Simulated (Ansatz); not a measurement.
System: solid iodine. Method: r²SCAN+SOC (plane waves, PAW; Ansatz, a first-principles code).

Settings: plane-wave cutoff 560 eV, 8×8×4 k mesh (along the axes of the cell as run), Fermi–Dirac smearing 0.01 eV, PAW data made under PBE.

Cell (measured lattice):

I is taken in the orthorhombic space group Cmce (No. 64), Pearson symbol oS8. Cell: a = 7.258 Å, b = 4.783 Å, c = 9.824 Å, α = β = γ = 90.00°. I on 8f is coordinated by 1 I at 2.743 Å. (Neighbours: up to the widest gap in distance over summed covalent radii, below 1.35, at either atom.)
(The calculation used a cell of 4 atoms; values per cell refer to that cell.)

### Question
What does this level give for the band gap, smallest direct gap on the k points sampled and Γ–Γ gap?

### Answer

- band gap: 1.08 eV (indirect)
- smallest direct gap on the k points sampled: 1.38 eV
- Γ–Γ gap: 1.40 eV

Note: cell and atoms aren't relaxed at this level (largest force component 0.25 eV/Å, pressure 0.5 GPa).

Static lattice: no zero-point or thermal effects.

Cost on a shared machine: about 15 core-minutes (a rough figure).
